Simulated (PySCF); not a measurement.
Potential energy of LiB along the bond

Set-up: Li cc-pVTZ, B cc-pVTZ; no relativity (PySCF 2.14). Energies in eV from Li + B in their ground configurations at the same level. All curves are PBE0. state 1: ³Π (triplet), unpaired electrons σ ↑, π ↑; state 2: Ms = 0 determinant of mixed spin (⟨S²⟩ near 1.0), unpaired electrons σ ↑, π ↓, a second solution, started from another occupation; state 3: ³Σ⁻ (triplet), unpaired electrons π ↑↑, a second solution, started from another occupation; state 4: ¹Σ⁺ (singlet), closed shell, a second solution, started from another occupation.

| R (Å) | state 1 | state 2 | state 3 | state 4 |
| --- | --- | --- | --- | --- |
| 1.836 | -1.067 | -0.780 | -0.8326 | 0.1214 |
| 1.921 | -1.231 | -0.945 | -0.8779 | -0.2018 |
| 2.007 | -1.324 | -1.040 | -0.8726 | -0.4342 |
| 2.071 | -1.357 | -1.076 | -0.8435 | -0.5611 |
| 2.135 | -1.367 | -1.088 | -0.7978 | -0.6554 |
| 2.199 | -1.357 | -1.082 | -0.7391 | -0.7224 |
| 2.284 | -1.321 | -1.052 | -0.6456 | -0.7778 |
| 2.391 | -1.251 | -0.991 | -0.5123 | -0.8048 |
| 2.519 | -1.144 | -0.899 | -0.3384 | -0.7931 |
| 2.690 | -0.986 | -0.768 | -0.0988 | -0.7308 |

Put a parabola through the three lowest points of the state 1 curve and estimate Re, k and ωe (reduced mass 4.285 u; 1 eV/Å² = 0.16022 mdyn/Å; ωe = 1302.8·√(k/μ) cm⁻¹).

Through R = 2.071, 2.135, 2.199 Å the second-order coefficient is 2.44 eV/Å², so Re ≈ 2.135 Å, k ≈ 0.782 mdyn/Å and ωe ≈ 557 cm⁻¹. A polynomial fit of higher order to the unrounded PBE0 energies gives Re = 2.132 Å, k = 0.750 mdyn/Å, ωe = 545 cm⁻¹; anharmonicity and rounding make the difference.

The higher-order fit for each curve: state 1: Re = 2.132 Å, ωe = 545 cm⁻¹, De = 1.37 eV; state 2: Re = 2.143 Å, ωe = 525 cm⁻¹, minimum 1.09 eV below the ground-state fragments; state 3: Re = 1.953 Å, ωe = 626 cm⁻¹, minimum 0.88 eV below the ground-state fragments; state 4: Re = 2.417 Å, ωe = 416 cm⁻¹, minimum 0.81 eV below the ground-state fragments.

⟨S²⟩ is raised (LiB 0.12), so spin contamination touches these numbers. ⟨S²⟩ of the unrestricted solution departs from its pure value on part of the curve, where spin states mix. The state was picked by a PBE0 search and need not be the measured ground state.
